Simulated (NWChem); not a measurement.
# acetonitrile (C$_{2}$H$_{3}$N); SMILES CC#N

```xyz
6

C      0.0000     0.0000    -1.1625
C      0.0000     0.0000     0.2907
N      0.0000     0.0000     1.4476
H      1.0196     0.1555    -1.5430
H     -0.3751    -0.9607    -1.5430
H     -0.6445     0.8052    -1.5430
```
Atoms are numbered in this order, from 1.

All runs: NWChem. All runs use the structure optimised with PBE0/def2-SVP. Lowest singlet excitation in solution, TDDFT at B3LYP/def2-SVP with SMD, three treatments of the solvent's response.

Q: What does the run give for solvent water? Quantities: ground-state reaction field (eV); corrected reaction field (eV); vertical excitation model (eV).

A: 
```json
{
 "ground-state reaction field (eV)": "7.95",
 "corrected reaction field (eV)": "7.94",
 "vertical excitation model (eV)": "7.94"
}
```
